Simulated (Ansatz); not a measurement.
Other spins and charges of CF, quartet at one geometry

Geometry (PBE0/def2-TZVP stationary point for this spin):

```xyz
2

C     0.0000    0.0000    0.0000
F     0.0000    0.0000    1.3159
```

Basis 6-31G; Ansatz 0.2.0. Only valence electrons are correlated (noble-gas cores frozen). R marks a restricted (for open shells ROHF) determinant, U an unrestricted one. Active spaces: valence = (11e, 8o) chosen from the atoms' valence shells.

Gaps are energies of the second state less the first, at fixed atoms, for a selection of the levels run; each method lands on the state that its own search finds for that charge and spin.

For open shells CISD and CISDTQ are restricted-active-space CI with the open shells as a complete middle space.

Removing an electron, to the triplet: 10.297 eV at full CI (quartet A2, triplet ion B1, in C2v).

```csv
level,gap (eV),error (meV)
UHF,10.930,633
UCCSD,10.429,132
BCCD(T),10.317,20
RCCSDT,10.296,-1
UCCSDT,10.297,0
RCCSDTQ,10.295,-2
NEVPT2 (valence space),10.223,-74
PBE0,10.773,476
B3LYP,10.596,299
RPA-PBE,10.023,-274
```

Question: PBE gives -3.376 eV for doublet less quartet. Estimate what full CI gives in 6-31G.

Answer: Full CI in 6-31G gives -2.862 eV, so against it PBE is off by -0.514 eV, of which a good part can be the reference's own basis and frozen-core error.

```csv
level,gap (eV),error (meV)
RHF,-1.938,924
UHF,-1.921,941
RMP2,-2.670,192
UMP2,-2.660,202
CISD,-2.668,194
RCCSD,-2.780,82
UCCSD,-2.780,82
RCCSD(T),-2.855,7
UCCSD(T),-2.854,8
BCCD(T),-2.863,-1
RCCSDT,-2.860,2
UCCSDT,-2.860,2
CISDTQ,-2.850,12
RCCSDT(Q),-2.860,2
UCCSDT(Q),-2.864,-2
RCCSDTQ,-2.863,-1
UCCSDTQ,-2.862,0
CASSCF (valence space),-2.955,-93
NEVPT2 (valence space),-2.709,153
MRCISD (valence space),-2.799,63
MRCISD+Q (valence space),-2.802,60
r2SCAN,-2.933,-71
PBE0,-3.155,-293
B3LYP,-3.503,-641
wB97M-V,-3.630,-768
B2PLYP,-3.319,-457
RPA-PBE,-3.398,-536
```

Question: PBE gives 13.797 eV for sextet less quartet. Estimate what full CI gives in 6-31G.

Answer: Full CI in 6-31G gives 13.306 eV, so against it PBE is off by 0.491 eV, of which a good part can be the reference's own basis and frozen-core error.

| level | gap (eV) | error (meV) |
| --- | --- | --- |
| RHF | 11.991 | -1315 |
| UHF | 11.957 | -1349 |
| RMP2 | 13.378 | 72 |
| UMP2 | 13.391 | 85 |
| CISD | 13.174 | -132 |
| RCCSD | 13.258 | -48 |
| UCCSD | 13.256 | -50 |
| RCCSD(T) | 13.292 | -14 |
| UCCSD(T) | 13.291 | -15 |
| BCCD(T) | 13.293 | -13 |
| RCCSDT | 13.298 | -8 |
| UCCSDT | 13.298 | -8 |
| CISDTQ | 13.301 | -5 |
| RCCSDT(Q) | 13.306 | 0 |
| UCCSDT(Q) | 13.306 | 0 |
| RCCSDTQ | 13.306 | 0 |
| UCCSDTQ | 13.305 | -1 |
| CASSCF (valence space) | 13.037 | -269 |
| NEVPT2 (valence space) | 13.481 | 175 |
| MRCISD (valence space) | 13.275 | -31 |
| MRCISD+Q (valence space) | 13.282 | -24 |
| BLYP | 14.024 | 718 |
| r2SCAN | 13.527 | 221 |
| PBE0 | 13.484 | 178 |
| B3LYP | 13.776 | 470 |
| r2SCANh | 13.426 | 120 |
| wB97M-V | 13.709 | 403 |
| B2PLYP | 13.649 | 343 |
| RPA-PBE | 13.087 | -219 |

Question: PBE gives 17.241 eV for removing an electron, to the quintet. Estimate what full CI gives in 6-31G.

Answer: Full CI in 6-31G gives 16.362 eV, so against it PBE is off by 0.879 eV, of which a good part can be the reference's own basis and frozen-core error.

```tsv
level	gap (eV)	error (meV)
RHF	14.950	-1412
UHF	14.961	-1401
RMP2	16.451	89
UMP2	16.454	92
CISD	16.225	-137
RCCSD	16.325	-37
UCCSD	16.324	-38
RCCSD(T)	16.350	-12
UCCSD(T)	16.350	-12
BCCD(T)	16.352	-10
RCCSDT	16.354	-8
UCCSDT	16.354	-8
CISDTQ	16.357	-5
RCCSDT(Q)	16.362	0
UCCSDT(Q)	16.362	0
RCCSDTQ	16.362	0
UCCSDTQ	16.361	-1
CASSCF (valence space)	15.343	-1019
NEVPT2 (valence space)	16.273	-89
MRCISD (valence space)	16.282	-80
MRCISD+Q (valence space)	16.332	-30
r2SCAN	17.020	658
PBE0	16.992	630
B3LYP	17.172	810
r2SCANh	16.947	585
wB97M-V	17.020	658
B2PLYP	16.837	475
RPA-PBE	16.197	-165
```

In so small a basis the reference is far from its limit while semilocal and hybrid functionals are nearer theirs (RPA and double hybrids share much of the reference's basis error), so the functionals' errors here hold much of the reference's basis and frozen-core error, which can add to them or hide them.

Full CI is exact within this basis and frozen core; it isn't the basis-set limit. The frozen core follows each run's orbitals, which can shift R against U totals by a few meV.
